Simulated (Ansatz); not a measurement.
# LiMg− (triplet): the correlation ladder at distance Li1–Mg2 = 5.504 Å, aug-cc-pVTZ

How much of the correlation energy of LiMg− (triplet) does each wave-function method recover here?

Method: aug-cc-pVTZ, core rule «outside noble gas», up to 6 orbitals frozen; program: Ansatz 0.2.0, Gaussian basis.

Plan: UHF; CCSD(T) on ROHF; CCSD(T) on UHF; BCCD(T) on ROHF; CCSDT(Q) on ROHF; CCSDT(Q) on UHF; Full CI.

38 further runs of the same task are left out: 21 for a known fault of the program, 10 that didn't finish, 7 set aside as unsound or not needed.

### Step 1. The geometry

The geometry derives from a PBE0/def2-TZVPD stationary point (not a proven minimum). One bond is set to the value named and the two fragments are kept rigid.

2 atoms, charge -1, spin multiplicity 3.

Atoms are counted from 1 here; the program's logs count them from 0.

No contacts short enough for the rule that draws bonds.

Geometry (Å):

```xyz
2

Li    0.0000    0.0000    0.0000
Mg    0.0000    0.0000    5.5040
```

### Step 2. UHF

The input, in.yaml:

```yaml
crystal:
  periodic: [false, false, false]
  atoms:
    - {symbol: Li, position_ang: [0.000000, 0.000000, 0.000000]}
    - {symbol: Mg, position_ang: [0.000000, 0.000000, 5.504000]}
basis:
  gaussian: {orbitals: aug-cc-pVTZ}
total_charge: -1
magnetization: {spin_polarized: true, initial_magnetization: 2}
hamiltonian: {xc: hf}
output: {orbitals: {seedname: orbitals}}
```

On the command line:

```console
ansatz run in.yaml --threads 1 --pin off --events-out ev --progress --plain --max-ram 2393MiB
```

After this run come: CCSD(T) on ROHF; CCSD(T) on UHF; BCCD(T) on ROHF; CCSDT(Q) on ROHF; CCSDT(Q) on UHF; Full CI.

Q: Predict the results of all the runs planned. Wanted: FCI from the RHF energy; RMP2 from FCI; UMP2 from FCI; RCCSD from FCI; RCCSD(T) from FCI; UCCSD(T) from FCI; RCCSDT(Q) from FCI; UCCSDT(Q) from FCI; T1 diagnostic.

**Answer**, as computed:

| quantity | value |
| --- | --- |
| FCI from the ROHF energy | -1.2308 eV |
| RMP2 from FCI | +9.72 kcal/mol |
| UMP2 from FCI | +9.59 kcal/mol |
| RCCSD from FCI | +1.17 kcal/mol |
| RCCSD(T) from FCI | +0.41 kcal/mol |
| UCCSD(T) from FCI | +0.37 kcal/mol |
| RCCSDT(Q) from FCI | +0.01 kcal/mol |
| UCCSDT(Q) from FCI | 0.00 kcal/mol |
| levels within 1 kcal/mol (43 meV) | RCCSD(T), UCCSD(T), BCCD(T), RCCSDT, UCCSDT, RCCSDT(Q), UCCSDT(Q) |
| T1 diagnostic | 0.082 |
| effectively unpaired electrons | 2.10 |

What this shows: RCCSD(T) lands +0.41 kcal/mol from the yardstick (1.5 % of the correlation energy). The occupations are near whole numbers, but T1 = 0.082 shows that the orbitals relax strongly. These misses are within one basis, not against nature; the frozen cores of restricted and unrestricted runs differ, which can shift their rows.

Levels on UHF freeze UHF's core orbitals, full CI those of ROHF, so the U rows can settle a little off it for that reason alone.
